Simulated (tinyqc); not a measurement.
RKS/LDA (VWN5) in the sto-3g basis, for H2O, spin multiplicity 1, step by step. One step of it, computed by the program tinyqc.

Task: Orthogonalisation. S = U s U^T; symmetric (Loewdin) form X = U s^(-1/2) U^T, so that X^T S X = 1.

overlap S, order 1O 1s, 1O 2s, 1O 2px, 1O 2py, 1O 2pz, 2H 1s, 3H 1s:
$$\begin{pmatrix}
1.000000 & 0.236704 & 0.000000 & 0.000000 & 0.000000 & 0.027726 & 0.031156 \\
0.236704 & 1.000000 & 0.000000 & 0.000000 & 0.000000 & 0.310932 & 0.336799 \\
0.000000 & 0.000000 & 1.000000 & 0.000000 & 0.000000 & 0.000000 & 0.000000 \\
0.000000 & 0.000000 & 0.000000 & 1.000000 & 0.000000 & 0.242625 & -0.258616 \\
0.000000 & 0.000000 & 0.000000 & 0.000000 & 1.000000 & 0.154778 & 0.164926 \\
0.027726 & 0.310932 & 0.000000 & 0.242625 & 0.154778 & 1.000000 & 0.110462 \\
0.031156 & 0.336799 & 0.000000 & -0.258616 & 0.164926 & 0.110462 & 1.000000
\end{pmatrix}$$

Give: eigenvalues of S; X.

Result:

eigenvalues of S: [0.501, 0.589, 0.897, 1.000, 1.090, 1.303, 1.621]

X, order 1O 1s, 1O 2s, 1O 2px, 1O 2py, 1O 2pz, 2H 1s, 3H 1s:
$$\begin{pmatrix}
1.023 & -0.133 & 0.000 & 0.001 & -0.005 & 0.016 & 0.017 \\
-0.133 & 1.114 & 0.000 & -0.006 & 0.044 & -0.171 & -0.191 \\
0.000 & 0.000 & 1.000 & 0.000 & 0.000 & 0.000 & 0.000 \\
0.001 & -0.006 & 0.000 & 1.058 & -0.003 & -0.145 & 0.156 \\
-0.005 & 0.044 & 0.000 & -0.003 & 1.021 & -0.083 & -0.092 \\
0.016 & -0.171 & 0.000 & -0.145 & -0.083 & 1.080 & -0.037 \\
0.017 & -0.191 & 0.000 & 0.156 & -0.092 & -0.037 & 1.095
\end{pmatrix}$$
